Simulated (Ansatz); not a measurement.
# CH6Al2: a ladder of functionals and wavefunction methods

One table from this session's results is given with a row withheld; the runs are named, their logs left out.

The runs use Ansatz 0.2.0, Gaussian basis; functionals in def2-TZVPP, the program's frozen cores in correlated methods.

The runs, in order: LDA (SPW92), PBE-D4, revPBE-D4, BLYP-D4, r2SCAN-D4, B97M-V, PBE0-D4, B3LYP-D4, r2SCANh-D4, r2SCAN0-D4, HSE06-D4, BHLYP-D4, CAM-B3LYP-D4, LC-ωPBE, ωB97X-V, ωB97M-V, B2PLYP, PBE-QIDH; CCSD(T)/def2-SVP; CCSD(T)/def2-TZVPP; MP2/def2-QZVPP; extrapolation to the limit; RPA on PBE.

1 further run of the same task is left out (it didn't finish).

### The geometry

The geometry comes from an earlier relaxation with PBE0-D4 in a triple-zeta def2 set; it is a stationary point, not always the lowest conformer.

SMILES `[AlH2][CH2][AlH2]`, 9 atoms, charge 0, spin multiplicity 1.

Atoms are counted from 1 here; the program's logs count them from 0.

Bond lengths: Al1–C2 1.936 Å, Al1–H4 1.589 Å, Al1–H5 1.589 Å, C2–Al3 1.936 Å, C2–H6 1.097 Å, C2–H7 1.097 Å, Al3–H8 1.589 Å, Al3–H9 1.589 Å. Angles: C2–Al1–H4 120.1°, C2–Al1–H5 120.1°, H4–Al1–H5 119.8°, Al1–C2–Al3 118.4°, Al1–C2–H6 107.0°, Al1–C2–H7 107.0°, Al3–C2–H6 107.0°, Al3–C2–H7 107.0°, H6–C2–H7 110.2°, C2–Al3–H8 120.1°, C2–Al3–H9 120.1°, H8–Al3–H9 119.8°.

Set-up of the first run:

The input, in.yaml:

```yaml
crystal:
  periodic: [false, false, false]
  atoms:
    - {symbol: Al, position_ang: [-0.769195, 0.897389, -1.195757]}
    - {symbol: C, position_ang: [0.680357, 0.065788, -0.218086]}
    - {symbol: Al, position_ang: [0.253295, -0.964198, 1.364734]}
    - {symbol: H, position_ang: [-1.506839, 0.101083, -2.355834]}
    - {symbol: H, position_ang: [-1.244270, 2.365856, -0.819099]}
    - {symbol: H, position_ang: [1.190453, -0.611957, -0.914454]}
    - {symbol: H, position_ang: [1.359807, 0.868964, 0.094442]}
    - {symbol: H, position_ang: [-0.065103, -2.515883, 1.242829]}
    - {symbol: H, position_ang: [0.189995, -0.253340, 2.784124]}
basis:
  gaussian: {orbitals: def2-TZVPP}
hamiltonian: {xc: lda}
output: {orbitals: {seedname: orbitals}}
```

Started as:

```console
$ ansatz run in.yaml --threads 2 --pin off --events-out ev --progress --plain --max-ram 4352MiB
```

Among the steps run: LDA; PBE-D4 (GGA); revPBE-D4 (GGA); BLYP-D4 (GGA); r2SCAN-D4 (meta-GGA); B97M-V (meta-GGA); PBE0-D4 (hybrid); B3LYP-D4 (hybrid); r2SCANh-D4 (hybrid); r2SCAN0-D4 (hybrid); HSE06-D4 (hybrid); BHLYP-D4 (hybrid); CAM-B3LYP-D4 (range-separated); LC-ωPBE (range-separated); ωB97X-V (range-separated); ωB97M-V (range-separated); B2PLYP (double hybrid); PBE-QIDH (double hybrid).

One table of the session follows, with a row left open; its other results are not shown here.

It belongs to the step «Frontier levels by functional». 

| functional | HOMO (eV) | LUMO (eV) | gap (eV) |
| --- | --- | --- | --- |
| LDA (SPW92) | -6.83 | -2.76 | 4.08 |
| PBE-D4 | -6.71 | -2.52 | 4.18 |
| revPBE-D4 | -6.65 | -2.41 | 4.25 |
| BLYP-D4 | -6.55 | -2.40 | 4.15 |
| r2SCAN-D4 | -6.96 | -2.21 | 4.75 |
| B97M-V | -7.09 | -2.45 | 4.63 |
| PBE0-D4 | -7.88 | -1.77 | 6.11 |
| B3LYP-D4 | -7.65 | -1.97 | 5.68 |
| r2SCANh-D4 | -7.39 | -1.96 | 5.43 |
| r2SCAN0-D4 | -8.05 | -1.59 | 6.46 |
| HSE06-D4 | ? | ? | ? |
| BHLYP-D4 | -8.94 | -1.01 | 7.93 |
| CAM-B3LYP-D4 | -9.19 | -0.86 | 8.33 |
| LC-ωPBE | -10.58 | 0.22 | 10.80 |
| ωB97X-V | -10.21 | 0.09 | 10.29 |
| ωB97M-V | -10.04 | -0.19 | 9.84 |

Q: Estimate the row for HSE06-D4 from the others.

**Answer.** HOMO (eV): -7.48; LUMO (eV): -2.13; gap (eV): 5.35. In the column «HOMO (eV)» it lies between B3LYP-D4 (-7.65) and r2SCANh-D4 (-7.39).
